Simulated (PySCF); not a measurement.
C4H7O2 (charge -1).
SMILES: `C=C([O-])OCC`

Closed-shell single points with PySCF (density fitting; grid level 2 and gas phase unless stated) on one GFN2-xTB geometry.

Problem. Rank these settings by the LUMO energy, lowest first.
A. PBE0/MINI, start guess vsap
B. PBE0/pcSseg-1
C. PBE0/pcSseg-0
D. KT3/pcSseg-0, start guess vsap
E. PBE0/6-31G-J, IEF-PCM chloroform, grid level 4
F. wB97X/pcSseg-1, IEF-PCM chloroform

Solution. E (4.36 eV), F (4.90 eV), D (5.33 eV), B (5.47 eV), C (6.36 eV), A (7.97 eV).

Problem. Rank these settings by the HOMO–LUMO gap, lowest first.
A. wB97X/pcSseg-1, IEF-PCM chloroform
B. PBE0/pcSseg-1
C. PBE0/6-31G-J, IEF-PCM chloroform, grid level 4
D. PBE0/pcSseg-0
E. PBE/cc-pVDZ
F. KT3/pcSseg-0, start guess vsap

Solution. E (3.38 eV), F (3.55 eV), B (5.18 eV), D (5.74 eV), C (7.66 eV), A (10.86 eV).

All figures of these runs:

| settings | basis functions | SCF cycles | E (Eh) | HOMO (eV) | LUMO (eV) |
| --- | --- | --- | --- | --- | --- |
| wB97X/pcSseg-1, IEF-PCM chloroform | 137 | 14 | -307.0602 | -5.96 | 4.90 |
| KT3/pcSseg-0, start guess vsap | 68 | 13 | -310.8609 | 1.78 | 5.33 |
| PBE0/pcSseg-1 | 137 | 14 | -306.7109 | 0.29 | 5.47 |
| PBE0/pcSseg-0 | 68 | 14 | -306.0206 | 0.62 | 6.36 |
| PBE0/6-31G-J, IEF-PCM chloroform, grid level 4 | 100 | 14 | -306.7697 | -3.30 | 4.36 |
| PBE0/MINI, start guess vsap | 37 | 10 | -304.3932 | 0.05 | 7.97 |
| PBE/cc-pVDZ | 119 | 17 | -306.7283 | 1.84 | 5.22 |

Cycle counts include a coarse-grid stage where the run had one. KT3 was designed for NMR shieldings or shifts; total energies of different functionals aren't comparable. The HOMO energy is positive at KT3/pcSseg-0, PBE/cc-pVDZ, PBE0/MINI, PBE0/pcSseg-0 and PBE0/pcSseg-1; such an orbital is held in place by the finite basis. The structure is a single GFN2-xTB conformer; no vibrational corrections.

The values belong to the conformer `[CH2:1]=[C:2]([O-:3])[O:4][CH2:5][CH3:6]`: C1–C2–O4–C5 176°, C2–O4–C5–C6 -111°.
